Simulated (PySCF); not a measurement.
**Unknown compound**

Molecular formula: C4H4N2. Simulated spectra:

¹H NMR (600 MHz, computed): δ 9.51 (m, 2H), 7.57 (m, 2H).

¹³C{¹H} NMR (computed): δ 162.4 (CH), 135.6 (CH).

Theoretical values (PySCF 2.14.0 with density-fitted response routines): geometry from PBE0-D3(BJ)/def2-SVP, J: B3LYP/pcJ-1 (spin–dipole term only in couplings to heteroatoms), GIAO HF/pcSseg-2 shieldings. In vacuum, single conformer, non-relativistic, equivalent nuclei averaged.

References, each an isolated molecule treated in the same way: ¹H (31.68 ppm) and ¹³C (191.47 ppm) against TMS.

**Question.** Deduce the structure.

**Answer.** 
Rings plus π bonds: 4 (1 ring in the answer). 2 carbon signals for 4 carbons: some carbons are equivalent by symmetry or fast rotation. Carbon types of the structure: 4 × CH, which accounts for all hydrogens. δC 162.4: aromatic CH next to a ring nitrogen; the adjacent pyridine-type nitrogen withdraws density from it. δC 135.6: aromatic CH; the aromatic region. δH 9.51: hydrogen on an aromatic CH next to a ring nitrogen; ring current plus the neighbouring ring nitrogen. δH 7.57: hydrogen on an aromatic CH; aromatic region.

The compound is Pyridazine (SMILES c1ccnnc1).

The data come from this structure; uniqueness wasn't tested.

Splittings below 1 Hz are ignored in the labels, and close J values are merged. Couplings among chemically equivalent protons are left out too, so labels in AA′BB′ or AA′XX′ sets are apparent multiplicities. Unscaled 3J(H,H) at this level run about 10 % above measured values. Shifts are as computed, not scaled to solution data. Of 1211 compounds with measured shifts, 218 miss one by over three times the rms of a fit or turn the order of signals round; such compounds aren't used in these exercises.
